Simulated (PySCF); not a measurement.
PySCF input (HF/def2-TZVPD):

```python
from pyscf import gto, scf, dft

mol = gto.M(
    atom='''
    N    -0.00000000   -0.00000000   -0.43758825
    N     0.00000000    0.00000000    0.64838676
    H    -0.00000000   -0.00000000   -1.47558960
    ''',
    basis='def2-tzvpd',
    charge=1,
    spin=0,
    verbose=4,
)

mf = scf.RHF(mol).density_fit(auxbasis='def2-universal-jkfit')
mf.conv_tol = 1e-9
mf.max_cycle = 100
mf.max_memory = 1500
mf.kernel()
if not mf.converged:
    mf = mf.newton()
    mf.kernel(mf.make_rdm1())
mf.analyze()
```

End of the output:

```
Extra cycle  E= -109.182005255569  delta_E= -6.25e-13  |g|= 5.13e-07  |ddm|= 4.57e-06
converged SCF energy = -109.182005255569
**** SCF Summaries ****
Total Energy =                        -109.182005255568882
Nuclear Repulsion Energy =              29.189509165966559
One-electron Energy =                 -200.212728457466483
Two-electron Energy =                   61.841214035931046
Two-electron Coulomb Energy =           75.011838778526979
DFT Exchange-Correlation Energy =      -13.170624742595933
HOMO-LUMO gap [eV] =                    21.531801981873130
**** MO energy ****
MO #1   energy= -16.0727778567664  occ= 2
MO #2   energy= -16.0637650489759  occ= 2
MO #3   energy= -1.84335851052448  occ= 2
MO #4   energy= -1.30976737421209  occ= 2
MO #5   energy= -1.01874750916483  occ= 2
MO #6   energy= -0.978366730668554 occ= 2
MO #7   energy= -0.978366730668503 occ= 2
MO #8   energy= -0.187087596042742 occ= 0
MO #9   energy= -0.187087596042729 occ= 0
MO #10  energy= -0.135879337098842 occ= 0
MO #11  energy= -0.0868420246979014 occ= 0
MO #12  energy= -0.0148504660720854 occ= 0
MO #13  energy= -0.0148504660720804 occ= 0
MO #14  energy= 0.00119596255300555 occ= 0
MO #15  energy= 0.0932915544229151 occ= 0
MO #16  energy= 0.120804528317474  occ= 0
MO #17  energy= 0.120804528317529  occ= 0
MO #18  energy= 0.173017909010885  occ= 0
MO #19  energy= 0.175667458638317  occ= 0
MO #20  energy= 0.175667458638354  occ= 0
MO #21  energy= 0.180891614551218  occ= 0
MO #22  energy= 0.292429637364284  occ= 0
MO #23  energy= 0.292429637364293  occ= 0
MO #24  energy= 0.307751347613608  occ= 0
MO #25  energy= 0.307751347613614  occ= 0
MO #26  energy= 0.356612660831449  occ= 0
MO #27  energy= 0.356612660831497  occ= 0
MO #28  energy= 0.397203897027865  occ= 0
MO #29  energy= 0.463494225343773  occ= 0
MO #30  energy= 0.632268153048052  occ= 0
MO #31  energy= 0.669211494170523  occ= 0
MO #32  energy= 0.669211494170781  occ= 0
MO #33  energy= 0.714061029993694  occ= 0
MO #34  energy= 0.746972103375903  occ= 0
MO #35  energy= 0.97320883297561   occ= 0
MO #36  energy= 0.973208832975663  occ= 0
MO #37  energy= 1.01086090520293   occ= 0
MO #38  energy= 1.18843383129611   occ= 0
MO #39  energy= 1.18843383129614   occ= 0
MO #40  energy= 1.37321327900222   occ= 0
MO #41  energy= 1.37321327900226   occ= 0
MO #42  energy= 1.46030473024281   occ= 0
MO #43  energy= 1.46030473024282   occ= 0
MO #44  energy= 1.60101510295004   occ= 0
MO #45  energy= 1.6909896185731    occ= 0
MO #46  energy= 2.05463869072679   occ= 0
MO #47  energy= 2.0546386907268    occ= 0
MO #48  energy= 2.21043590218582   occ= 0
MO #49  energy= 2.21043590218582   occ= 0
MO #50  energy= 2.21079600555403   occ= 0
MO #51  energy= 2.47416483255245   occ= 0
MO #52  energy= 2.5778866700748    occ= 0
MO #53  energy= 2.57788667007487   occ= 0
MO #54  energy= 2.62471901638524   occ= 0
MO #55  energy= 2.74091856742314   occ= 0
MO #56  energy= 3.11036132875794   occ= 0
MO #57  energy= 3.50504936603699   occ= 0
MO #58  energy= 3.505049366037     occ= 0
MO #59  energy= 3.59827367371643   occ= 0
MO #60  energy= 3.59827367371644   occ= 0
MO #61  energy= 3.89324462260946   occ= 0
MO #62  energy= 3.89324462260948   occ= 0
MO #63  energy= 4.10202051722547   occ= 0
MO #64  energy= 4.10202051722548   occ= 0
MO #65  energy= 4.12263875005599   occ= 0
MO #66  energy= 4.55721321786074   occ= 0
MO #67  energy= 4.55721321786077   occ= 0
MO #68  energy= 4.57165963602851   occ= 0
MO #69  energy= 4.57165963602854   occ= 0
MO #70  energy= 4.64754230551104   occ= 0
MO #71  energy= 4.68733865520169   occ= 0
MO #72  energy= 4.68733865520171   occ= 0
MO #73  energy= 4.96438964347288   occ= 0
MO #74  energy= 4.96438964347294   occ= 0
MO #75  energy= 5.19623328581173   occ= 0
MO #76  energy= 5.19623328581176   occ= 0
MO #77  energy= 5.33223087907138   occ= 0
MO #78  energy= 6.44965764724956   occ= 0
MO #79  energy= 6.44965764724959   occ= 0
MO #80  energy= 6.52183513701772   occ= 0
MO #81  energy= 6.94865977779548   occ= 0
MO #82  energy= 32.8414094918143   occ= 0
MO #83  energy= 33.5583275632203   occ= 0
 ** Mulliken pop on meta-lowdin orthogonal AOs  **
 ** Mulliken pop  **
pop of  0 N 1s            1.99998
pop of  0 N 2s            1.19063
pop of  0 N 3s            0.01167
pop of  0 N 4s            0.00113
pop of  0 N 5s            0.00051
pop of  0 N 6s            0.00006
pop of  0 N 2px           1.15509
pop of  0 N 2py           1.15509
pop of  0 N 2pz           1.25277
pop of  0 N 3px           0.00148
pop of  0 N 3py           0.00148
pop of  0 N 3pz           0.00863
pop of  0 N 4px           0.00091
pop of  0 N 4py           0.00091
pop of  0 N 4pz           0.00244
pop of  0 N 3dxy          0.00000
pop of  0 N 3dyz          0.00332
pop of  0 N 3dz^2         0.00904
pop of  0 N 3dxz          0.00332
pop of  0 N 3dx2-y2       0.00000
pop of  0 N 4dxy          0.00000
pop of  0 N 4dyz          0.00048
pop of  0 N 4dz^2         0.00016
pop of  0 N 4dxz          0.00048
pop of  0 N 4dx2-y2       0.00000
pop of  0 N 5dxy          0.00000
pop of  0 N 5dyz          0.00095
pop of  0 N 5dz^2         0.00095
pop of  0 N 5dxz          0.00095
pop of  0 N 5dx2-y2       0.00000
pop of  0 N 4f-3          0.00000
pop of  0 N 4f-2          0.00000
pop of  0 N 4f-1          0.00113
pop of  0 N 4f+0          0.00431
pop of  0 N 4f+1          0.00113
pop of  0 N 4f+2          0.00000
pop of  0 N 4f+3          0.00000
pop of  1 N 1s            1.99998
pop of  1 N 2s            1.58494
pop of  1 N 3s            0.01096
pop of  1 N 4s            0.00094
pop of  1 N 5s            0.00069
pop of  1 N 6s            0.00007
pop of  1 N 2px           0.82476
pop of  1 N 2py           0.82476
pop of  1 N 2pz           1.32761
pop of  1 N 3px           0.00302
pop of  1 N 3py           0.00302
pop of  1 N 3pz           0.00792
pop of  1 N 4px           0.00035
pop of  1 N 4py           0.00035
pop of  1 N 4pz           0.00144
pop of  1 N 3dxy          0.00000
pop of  1 N 3dyz          0.00715
pop of  1 N 3dz^2         0.01357
pop of  1 N 3dxz          0.00715
pop of  1 N 3dx2-y2       0.00000
pop of  1 N 4dxy          0.00000
pop of  1 N 4dyz          0.00005
pop of  1 N 4dz^2         0.00073
pop of  1 N 4dxz          0.00005
pop of  1 N 4dx2-y2       0.00000
pop of  1 N 5dxy          0.00000
pop of  1 N 5dyz          0.00017
pop of  1 N 5dz^2         0.00054
pop of  1 N 5dxz          0.00017
pop of  1 N 5dx2-y2       0.00000
pop of  1 N 4f-3          0.00000
pop of  1 N 4f-2          0.00000
pop of  1 N 4f-1          0.00029
pop of  1 N 4f+0          0.00100
pop of  1 N 4f+1          0.00029
pop of  1 N 4f+2          0.00000
pop of  1 N 4f+3          0.00000
pop of  2 H 1s            0.54446
pop of  2 H 2s            0.01161
pop of  2 H 3s            0.00675
pop of  2 H 2px           0.00018
pop of  2 H 2py           0.00018
pop of  2 H 2pz           0.00150
pop of  2 H 3px           0.00069
pop of  2 H 3py           0.00069
pop of  2 H 3pz           0.00302
 ** Mulliken atomic charges  **
charge of    0N =      0.19102
charge of    1N =      0.37805
charge of    2H =      0.43093

WARN: System has nonzero charge 1; the dipole moment is origin-dependent.
Location of origin: [0. 0. 0.]

Dipole moment(X, Y, Z, Debye):  0.00000, -0.00000, -3.14173
```

It need not be the lowest isomer of its formula.
